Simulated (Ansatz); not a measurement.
Basis-set extrapolation for C₃H₆FNO, SMILES `C[C@@H]1O[C@]1(N)F` (PBE0-D4/def2-TZVP geometry, frozen core, the Gaussian-basis code of Ansatz). Multiplicity 1, RHF reference.

```
                      def2-TZVPP   def2-QZVPP
                 HF  -345.955787  -345.971481
    MP2 correlation    -1.192651    -1.282735
CCSD(T) correlation    -1.267587      not run
```

Energies in hartree. Use E(X) = E(∞) + A·exp(−7.88·√X) for Hartree–Fock and E(X) = E(∞) + B·X^(−2.97) for correlation, with X = 3 and 4, and add CCSD(T) minus MP2 of the smaller set to the MP2 limit.

**Question.** What is the CCSD(T) energy at the basis-set limit?

**Answer.** HF limit: -345.971481 + (-0.015694) × 0.13774 = -345.97364. MP2 limit: -1.282735 + (-0.090084) × 0.74074 = -1.34946. Higher-order term: -1.267587 − (-1.192651) = -0.07494. Total: -347.39804 hartree, 4.75 eV below CCSD(T)/def2-TZVPP.
